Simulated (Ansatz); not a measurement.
We consider bcc Mo, described by r²SCAN in Ansatz (PAW).

Numerical settings: plane-wave cutoff 500 eV, 32×32×32 k mesh, Fermi–Dirac smearing 0.1 eV, no spin polarisation, scalar-relativistic PAW data made under PBE.

Computed at the level's own relaxed cell.

Task: Estimate the equilibrium volume per atom and equilibrium lattice constant a that the calculation returns.

Result: 
* **equilibrium volume per atom**: 15.64 Å³/atom
* **equilibrium lattice constant a**: 3.151 Å

Measured, for comparison: equilibrium volume per atom 15.49 Å³/atom, lattice constant a 3.141 Å (static lattice: zero-point anharmonic expansion removed; as tabulated in Mejia-Rodriguez and Trickey (2018), arXiv:1807.09216). Computed (rounded) less measured: equilibrium volume per atom +1.0 %, lattice constant a +0.3 %.

Cost on a shared machine: around 90 core-seconds (rough).

Ansatz is a quantum-chemistry and plane-wave program.
